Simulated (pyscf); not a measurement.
Optimised with ωB97X-D3(BJ)/def2-SVP in PySCF.

Task: Estimate by transition-state theory the rate constant of `[GeH3][O][SnH3]` + `[FH]` → `[F][GeH3]` + `[OH][SnH3]` (singlet surface; Ge–O, F–H broken, F–Ge, H–O formed) at 1200 K, with ωB97M-D3(BJ)/def2-TZVP energies (ideal gas, 1 atm, RRHO with modes under 100 cm⁻¹ raised to 100, one conformer, R ln 2 for rigid chiral ones; no tunnelling).

Result: The electronic barrier is 7.4 kcal/mol and the thermal terms add +44.3, so ΔG‡ = 51.7 kcal/mol. With k_BT/h = 2.50e+13 s⁻¹ and RT = 2.385 kcal/mol, and a volume of 1.64e-19 cm³ per molecule at 1 atm, k = 1.6e-15 cm³ molecule⁻¹ s⁻¹. Wigner's tunnelling factor for 389i cm⁻¹ would be 1.01. A shift of 1 kcal/mol in the barrier changes k by a factor 1.5. On the reactant side the descent ends in a bound adduct (not fully relaxed), 11.4 kcal/mol under the separated species and 19.0 kcal/mol under the saddle at ωB97X-D3(BJ)/def2-TZVP. On the product side the descent ends in a complex (not fully relaxed), 6.0 kcal/mol under the separated species and 18.5 kcal/mol under the saddle at ωB97X-D3(BJ)/def2-TZVP. One saddle was located; it need not be the lowest between these sides. Elements up to Kr have no core potential and no relativistic terms here. Elements past Kr carry the def2 core potentials, without spin-orbit coupling.
